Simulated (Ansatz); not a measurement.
The input, for Ansatz 0.2.0:

```yaml
crystal:
  periodic: [false, false, false]
  atoms:
    - {symbol: C, position_ang: [0.000000, 0.000000, 1.727200]}
    - {symbol: Si, position_ang: [0.000000, 0.000000, -0.108700]}
    - {symbol: O, position_ang: [0.000000, 0.000000, -1.618500]}
basis:
  gaussian: {orbitals: 6-31G}
total_charge: 1
magnetization: {spin_polarized: false, initial_magnetization: 1}
correlation: {active_space: {window: {electrons: 3, orbitals: 10}}}
scf: {lower_state_search: full}
```

```sh
$ ansatz run in.yaml --threads 1 --pin off --events-out ev --progress --plain --max-ram 2393MiB
```

The program prints:

```
343 factors; integrals over basis functions are off by at most 9.2e-5 eV
mean field evaluation 1: about -10896.0824 eV, gradient 7.6e1 eV
mean field evaluation 2: about -10896.1761 eV, gradient 7.6e1 eV
mean field evaluation 4: about -10909.6935 eV, gradient 1.6e1 eV
mean field evaluation 8: about -10911.4146 eV, gradient 1.3e0 eV
mean field evaluation 16: about -10911.4844 eV, gradient 9.0e-7 eV
mean field evaluation 32: about -10906.3588 eV, gradient 1.2e-1 eV
mean field evaluation 64: about -10911.4844 eV, gradient 4.6e-2 eV
mean field evaluation 96: about -10909.7689 eV, gradient 1.0e0 eV
mean field evaluation 128: about -10906.1176 eV, gradient 2.8e1 eV
mean field evaluation 160: about -10908.9144 eV, gradient 1.6e0 eV
mean field evaluation 192: about -10909.7653 eV, gradient 1.9e-1 eV
mean field evaluation 224: about -10906.7428 eV, gradient 2.8e0 eV
mean field evaluation 256: about -10911.4826 eV, gradient 2.6e-1 eV
mean field evaluation 288: about -10911.4829 eV, gradient 2.6e-1 eV
mean field evaluation 320: about -10906.3657 eV, gradient 2.5e-6 eV
mean field -10911.48442120 eV, -400.9896564094 hartree, gradient 1.2e-6 eV, S^2 0.750000; 13 other end points of the search recorded, 0 dependent functions left out
reference -10911.48442120 eV, -400.9896564094 hartree; 14, 13 occupied and 17, 18 virtual orbitals, 343 factors
state -10912.62570360 eV, -401.0315977639 hartree
Total energy: -10912.62570360 eV, -401.0315977639 hartree
```

Natural occupations: 1.8308 0.9867 0.1563 0.0133 0.0111 0.0009 0.0007 0.0001 0.0001 0.0001.

Ran on 1 thread of Arm Neoverse V2, shared host: 11 s wall, 0.09 GiB peak host memory.
